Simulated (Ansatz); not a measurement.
# How far each method lies from full CI for AsH$_{2}$⁺, singlet

Geometry: that of the AsH2⁺, triplet, kept fixed.

```xyz
3

As    0.0000   -0.0191    0.0000
H     0.0000    0.7098   -1.3240
H     0.0000    0.7098    1.3240
```

Basis cc-pVDZ; Ansatz 0.2.0. Correlated methods freeze the noble-gas cores and the filled d shells of p-block atoms, which leaves 6 electrons in 23 orbitals. R marks a restricted (for open shells ROHF) determinant, U an unrestricted one. Active spaces: valence = (6e, 6o) chosen from the atoms' valence shells. No spin–orbit coupling is included, and no scalar relativity.

Full CI is exact within this basis and frozen core; it isn't the basis-set limit. The frozen core follows each run's orbitals, which can shift R against U totals by a few meV for light atoms and by up to 0.1 eV past Ca.

The UHF ⟨S²⟩ is 0.655. The T1 diagnostic (RCCSD) is 0.0126. The largest doubles amplitude (RCCSD) is 0.119.

```csv
level,E − E(RHF) (eV)
RMP2,-2.4042
RCCSD,-3.1510
RCCSD(T),-3.2126
```

(1) Estimate how far full CI in cc-pVDZ lies from RCCSD(T). The table doesn't fix it; the size of (T) and the diagnostics are the guide.

(1) Full CI in cc-pVDZ lies 20 meV below RCCSD(T), which is 32 % of the (T) step (-62 meV). RHF is unstable towards spin polarisation, and the rest is a large part of (T).

The other levels:

```csv
level,E − E(full CI) (meV),share of correlation (%),wall time
CISD,210,93.49,1 s
BCCD(T),20,99.39,0.78 s
RCCSDT,4,99.88,–
CISDTQ,4,99.88,2 s
RCCSDT(Q),1,99.98,1.6 s
RCCSDTQ,0,100.00,9.5 s
CASSCF (valence space),1713,47.01,–
NEVPT2 (valence space),488,84.89,1.5 s
NEVPT4(SD) (valence space),70,97.83,2 s
MRCISD (valence space),59,98.18,–
MRCISD+Q (valence space),5,99.85,2.1 s
```

The correlation energy at full CI, counted from RHF, is -3.232 eV. That run took 5.5 s on 1 thread of Arm Neoverse N1, shared host over 786,897 determinants.

Run but not shown, since their state or frozen core can't be matched to the reference's or they repeat it: UHF, UMP2, UCCSD, UCCSD(T), UCCSDT, UCCSDT(Q).

Times hold each run's SCF and search for its determinant on a shared host, so for small cases they say little of a method's own cost; they ran on 1 thread of Arm Neoverse N1.

The full-CI state has the irrep A1 of C2v, in the program's axes.

Natural occupations of full CI about the gap: 1.963 1.948 1.895 0.073 0.037 0.033 0.010 0.007 0.007 0.007; effectively unpaired electrons, Σ n²(2−n)², 0.09.
